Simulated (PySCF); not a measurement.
Species: difluorophosphine, F2HP.
SMILES with atom numbers: `[F:1][PH:2][F:3]` (hydrogens: H4 on P2)

Computed with PySCF at CAM-B3LYP/def2-SVPD, non-relativistic, on one gas-phase PBE0-D3(BJ)/def2-SVP geometry that isn't relaxed in the solvent. The solvent is an IEF-PCM continuum (Bondi radii, 1.10 Å for H, scaled by 1.2), and excitations are vertical TDDFT with non-equilibrium linear response and a frozen core. Only the electrostatic response of the medium enters.

Gas-phase singlets (H = HOMO, L = LUMO):

```
state  E (eV)  λ (nm)      f  leading configurations
   S1   5.949     208  0.033                 H→L 98%
   S2   6.707     185  0.092               H→L+1 94%
   S3   7.936     156  0.135               H→L+2 96%
   S4   9.829     126  0.069               H→L+3 90%
   S5  10.020     124  0.055  H-1→L 80%, H-2→L+1 13%
```

Problem. How does the list change in chloroform (ε = 4.711)?

Solution. 
```json
{"state": "S1", "E (eV)": "5.937", "λ (nm)": "209", "f": "0.041", "leading configurations": "H→L 98%", "change by rank (eV)": "-0.012"}
{"state": "S2", "E (eV)": "6.597", "λ (nm)": "188", "f": "0.121", "leading configurations": "H→L+1 96%", "change by rank (eV)": "-0.110"}
{"state": "S3", "E (eV)": "7.936", "λ (nm)": "156", "f": "0.160", "leading configurations": "H→L+2 95%", "change by rank (eV)": "0.000"}
{"state": "S4", "E (eV)": "9.631", "λ (nm)": "129", "f": "0.104", "leading configurations": "H→L+3 93%", "change by rank (eV)": "-0.198"}
{"state": "S5", "E (eV)": "10.085", "λ (nm)": "123", "f": "0.089", "leading configurations": "H-1→L 83%, H-2→L+1 9%", "change by rank (eV)": "+0.065"}
```

Problem. How do the frontier levels move from gas to chloroform?

Solution. 
| orbital | gas (eV) | solvent (eV) | change (eV) | Löwdin shares, gas | Löwdin shares, solvent |
| --- | --- | --- | --- | --- | --- |
| LUMO+2 | 1.83 | 2.15 | +0.32 | P2 54 %, H4 28 %, F3 9 %, F1 9 % | P2 57 %, H4 24 %, F3 9 %, F1 9 % |
| LUMO+1 | 0.66 | 0.88 | +0.22 | P2 58 %, H4 16 %, F3 13 %, F1 13 % | P2 57 %, H4 15 %, F3 14 %, F1 14 % |
| LUMO | 0.33 | 0.61 | +0.28 | P2 52 %, F1 17 %, F3 17 %, H4 14 % | P2 52 %, F1 17 %, F3 17 %, H4 14 % |
| HOMO | -9.65 | -9.42 | +0.23 | P2 55 %, H4 16 %, F1 14 %, F3 14 % | P2 56 %, H4 16 %, F1 14 %, F3 14 % |
| HOMO-1 | -13.61 | -13.43 | +0.18 | F3 31 %, F1 31 %, P2 24 %, H4 15 % | F3 30 %, F1 30 %, P2 26 %, H4 15 % |
| HOMO-2 | -13.98 | -13.91 | +0.07 | F3 49 %, F1 49 % | F3 49 %, F1 49 % |
| HOMO-3 | -14.47 | -14.38 | +0.09 | F3 48 %, F1 47 %, P2 5 % | F3 48 %, F1 47 %, P2 5 % |

The HOMO–LUMO gap goes from 9.98 to 10.03 eV.

Hardware: one thread of an Arm Neoverse V2, on a shared host. Cost: 2.0 s, 0.39 GiB resident at most. This is the whole response run at CAM-B3LYP/def2-SVPD in chloroform, SCF included.
